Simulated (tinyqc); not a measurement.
Born-Oppenheimer dynamics on the UHF/sto-3g surface (energies and gradients from PySCF), for BH, spin multiplicity 3, step by step. Computed by tinyqc, a small Python program that keeps every step (integrals from PySCF). Settings: charge = 0, multiplicity = 3, basis = sto-3g, time step (fs) = 0.5, steps = 24. Command: `OMP_NUM_THREADS=1 python tinyqc.py 31719 31720 out.jsonl` (the two numbers bound the seeds that draw the settings). One thread of a shared host (Intel(R) Xeon(R) Processor @ 2.60GHz), about 2 s of CPU time with the checks.

positions (bohr):
```
           x         y         z
1B  0.000000  0.000000  0.000000
2H  0.000000  0.000000  2.441526
```

The total energy should stay constant up to terms of order dt^2; the step counts as short enough if it moves by less than 2 % of the largest kinetic energy.

Trajectory:
```
time (fs)  1B-2H (angstrom)  potential (hartree)  kinetic (hartree)  total (hartree)
0.000000           1.292000         -24.74133010         0.00004159     -24.74128851
0.500000           1.288448         -24.74180318         0.00050862     -24.74129456
1.000000           1.275522         -24.74344634         0.00212940     -24.74131694
1.500000           1.253909         -24.74590331         0.00454813     -24.74135518
2.000000           1.224848         -24.74857592         0.00716975     -24.74140617
2.500000           1.190207         -24.75068828         0.00922751     -24.74146077
3.000000           1.152550         -24.75144718         0.00994673     -24.74150045
3.500000           1.115143         -24.75033929         0.00884039     -24.74149890
4.000000           1.081811         -24.74752034         0.00608351     -24.74143683
4.500000           1.056537         -24.74405844         0.00272831     -24.74133013
5.000000           1.042757         -24.74163574         0.00039348     -24.74124226
5.500000           1.042513         -24.74158924         0.00034876     -24.74124048
6.000000           1.055843         -24.74394571         0.00261945     -24.74132626
6.500000           1.080766         -24.74740097         0.00596737     -24.74143360
7.000000           1.113881         -24.75026583         0.00876804     -24.74149779
7.500000           1.151213         -24.75144139         0.00994013     -24.74150126
8.000000           1.188921         -24.75074202         0.00927947     -24.74146256
8.500000           1.223715         -24.74866432         0.00725622     -24.74140810
9.000000           1.253007         -24.74599752         0.00464074     -24.74135678
9.500000           1.274906         -24.74352157         0.00220355     -24.74131802
10.000000          1.288151         -24.74184235         0.00054728     -24.74129507
10.500000          1.292037         -24.74132507         0.00003662     -24.74128845
11.000000          1.286368         -24.74207597         0.00077784     -24.74129813
11.500000          1.271432         -24.74393990         0.00261578     -24.74132412
12.000000          1.248035         -24.74650431         0.00513869     -24.74136561
```

Is the time step short enough?

No. The total energy moves within 2.6e-04 hartree; that is over 2 % of the largest kinetic energy, so the time step is too long.
